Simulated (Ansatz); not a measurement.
Input for Ansatz (development build ahead of 0.2.0):

```yaml
crystal:
  periodic: [false, false, false]
  atoms:
    - { symbol: S, position_ang: [0.3032, -1.1493, 0.039] }
    - { symbol: C, position_ang: [0.5194, 0.1023, -1.1159] }
    - { symbol: C, position_ang: [-0.5209, -0.0964, 1.1157] }
    - { symbol: C, position_ang: [-0.0238, 1.2842, -0.6849] }
    - { symbol: C, position_ang: [-0.6235, 1.1696, 0.6016] }
    - { symbol: H, position_ang: [1.0364, -0.0996, -2.0532] }
    - { symbol: H, position_ang: [-0.8869, -0.4669, 2.0724] }
    - { symbol: H, position_ang: [0.0047, 2.2054, -1.2688] }
    - { symbol: H, position_ang: [-1.1119, 1.9922, 1.1263] }
basis:
  gaussian: { orbitals: def2-SVP }
magnetization:
  spin_polarized: true
  initial_magnetization: 2
hamiltonian:
  xc: hf
output:
  forces: true
```

The input is written out in the form of the current development build from the run's settings.

The run gave:

```json
{
  "Converged": "yes",
  "Total energy": "-550.95756 hartree",
  "Spin squared of the determinant": "2.213",
  "Stability test": "minimum"
}
```

Forces (eV/Å):
```tsv
atom	Fx	Fy	Fz
S1	1.010	-3.050	-0.314
C2	3.115	-5.319	-3.304
C3	-0.765	-0.355	1.760
C4	-3.642	6.560	3.669
C5	0.286	2.335	-1.915
H6	-0.230	0.148	0.384
H7	0.099	0.228	-0.331
H8	-0.064	-0.302	0.302
H9	0.192	-0.246	-0.251
```

Caution: another spin multiplicity may lie lower; the unrestricted determinant is spin contaminated; the determinant breaks the point group.
